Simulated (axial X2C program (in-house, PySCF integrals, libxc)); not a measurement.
**How long does Si₂ take?**

A bond scan computed with an in-house relativistic program for diatomic molecules. Basis: Si dyall-v3z [8s7p2d1f] (cores contracted in-house).

Input file and command:
```json
{
 "zs": [
  14,
  14
 ],
 "q": 0,
 "bas": [
  "dyall-v3z",
  "dyall-v3z"
 ],
 "levels": [
  "PBE0",
  "HF",
  "TPSS"
 ],
 "cc": true,
 "r0": 2.32,
 "thr": -2.0,
 "nmax": 90,
 "npts": 10,
 "nst": 2,
 "ntry": 6
}
```
```bash
python so2c.py task.json out
```

Keys: zs atomic numbers; q charge; bas basis sets; levels methods; cc coupled cluster on or off; r0 starting distance in Å; thr threshold in hartree for freezing inner shells (an s shell follows its p shell); nmax most natural virtual spinors; npts points on the curve; nst determinants followed; ntry starts of the search. HF also brings MP2.

Hardware: 1 thread of Intel(R) Xeon(R) Processor @ 2.30GHz, with other jobs on the host.

Wall time of one point of each curve, integrals apart:

```csv
Hamiltonian,level,points,seconds a point
spin-free,PBE0,10,0.19
spin-free,HF,10,0.084
spin-free,"CCSD(T) (8 electrons, 90 virtuals)",7,2.9
spin-free,TPSS,10,0.25
2c,PBE0,10,0.22
2c,HF,10,0.16
2c,"CCSD(T) (8 electrons, 90 virtuals)",7,4.5
2c,TPSS,10,0.26
```

The rest:

Search with its distance optimisation 4.5 s, atoms 2.4 s, whole task 74 s. Coupled cluster runs on the points near the minimum only. The program drops outer points, and coupled cluster, when its time limit (not in the input) nears; MP2, further determinants and curves that did not converge are not in the table.
